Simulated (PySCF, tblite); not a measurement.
phosphorus trifluoride and formaldehyde

A gas-phase complex of phosphorus trifluoride and formaldehyde; neutral, singlet. The structure comes from a short search (6 tight-binding starts) and was relaxed by PBE0-D3(BJ)/def2-SVPD; another way of binding may lie lower. Frequencies by PBE0-D3(BJ)/def2-SVPD show no clear imaginary mode.

Parts: 1 = phosphorus trifluoride (FP(F)F), atoms 1–4; 2 = formaldehyde (C=O), atoms 5–8.

Coordinates in Å:
```
F1      0.893    1.186    0.104
P2     -0.098    0.003    0.585
F3     -0.571   -0.423   -0.902
F4      1.036   -1.138    0.725
C5      2.381    0.805    2.842
O6      1.187    0.705    2.946
H7      3.019    1.072    3.713
H8      2.899    0.638    1.872
```

```tsv
contact	kind (by geometry)	distance (Å)	angle (°)
F3–P2···O6	pnictogen bond	2.779	169
```

Interaction energies are complex less parts, with the parts frozen as they stand in it; counterpoise-corrected, in kcal/mol (PySCF).

Q: How strongly do the parts interact, level by level?

A: 
| level | interaction | superposition error removed |
| --- | --- | --- |
| wB97M-D3(BJ)/def2-SVPD | -4.82 | -0.99 |
| PBE0-D3(BJ)/def2-SVPD | -4.71 | -1.03 |

Q: What holds them together? Decompose the wB97M-D3(BJ)/def2-SVPD energy: frozen parts, their antisymmetrised product, then relaxation.

A: electrostatic -9.7, Pauli repulsion +10.2, orbital relaxation -4.7, dispersion correction -1.6 kcal/mol, which sum to the value before the counterpoise correction; the Pauli term holds the exchange-correlation of the frozen density too. Of the attraction, 61 % is electrostatic, 29 % is orbital relaxation, 10 % is dispersion correction.

The orbital term holds the superposition error of 1.0 kcal/mol.

The parts were also relaxed and run alone, at the levels used for the complex: shieldings by PBE0/pcSseg-2; core levels by delta-SCF with SCAN, pcX-2 on the ionised atom and pcseg-1 elsewhere, spin-free X2C (2p3/2 is the spin-free 2p value less a third of a first-order spin-orbit splitting).

Values alone: F3–P2 bond (Å): 1.607; shielding of P2 (ppm): 168.5; shielding of O6 (ppm): -448.9; shielding of F3 (ppm): 193.9; F1 1s core level (eV): 693.79; P2 2p3/2 core level (eV): 141.84; O6 1s core level (eV): 539.28.

Q: How do these values change when the complex forms?

A: 
```
                property   alone  in the complex  change
          F3–P2 bond (Å)   1.607           1.617  +0.010
   shielding of P2 (ppm)   168.5           180.2   +11.7
   shielding of O6 (ppm)  -448.9          -412.1   +36.8
   shielding of F3 (ppm)   193.9           193.7    -0.2
   F1 1s core level (eV)  693.79          693.23   -0.57
P2 2p3/2 core level (eV)  141.84          141.05   -0.79
   O6 1s core level (eV)  539.28          539.56   +0.28
```

The core-hole state of O6 is spin-contaminated (⟨S²⟩ 0.80 against 0.75 for a pure doublet), so that value and differences from it are less sure.

Q: What are the binding energy from relaxed parts (wB97M-D3(BJ)/def2-SVPD), and ΔH and ΔG of association at 298.15 K and 1 atm?

A: -4.71 kcal/mol, -3.66 with zero-point energy; ΔH -3.4 and ΔG +5.1 kcal/mol, from harmonic vibrations by PBE0-D3(BJ)/def2-SVPD with low modes damped.
